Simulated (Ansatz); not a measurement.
Reaction (isomerisation): `CC1=C(Cl)C1` → `C=C=CCCl`

Program: Ansatz. Geometries: PBE0-D4/def2-TZVP. ΔE: electronic, gas phase. CCSD(T)/CBS is the MP2 limit (def2-TZVPP, def2-QZVPP) plus CCSD(T) − MP2 in def2-TZVPP, frozen cores. DFT in def2-TZVPP. B3LYP here is the variant with VWN-RPA as its local correlation; programs differ in this. One conformer a species, not always the lowest.

```json
{"level": "PBE-D4", "ΔE (kcal/mol)": "-14.5"}
{"level": "B3LYP", "ΔE (kcal/mol)": "-19.6"}
{"level": "CCSD/def2-TZVPP", "ΔE (kcal/mol)": "-17.9"}
{"level": "MP2/def2-QZVPP", "ΔE (kcal/mol)": "-13.7"}
```

Problem. What does CCSD(T)/CBS give? (An estimate is asked.)

Solution. Ansatz gave: -17.8 kcal/mol. The listed levels differ from it by 3.3, -1.8, -0.1, 4.1 kcal/mol.

Largest T1 diagnostic among the species: 0.011.

In def2-TZVPP, CCSD(T) changes the Hartree–Fock value by +4.6 kcal/mol (the triples alone add +0.3 kcal/mol) and MP2 by +8.7 kcal/mol. From PBE to PBE0 (25 % exact exchange), in def2-TZVPP and without D4, ΔE moves by +0.8 kcal/mol.
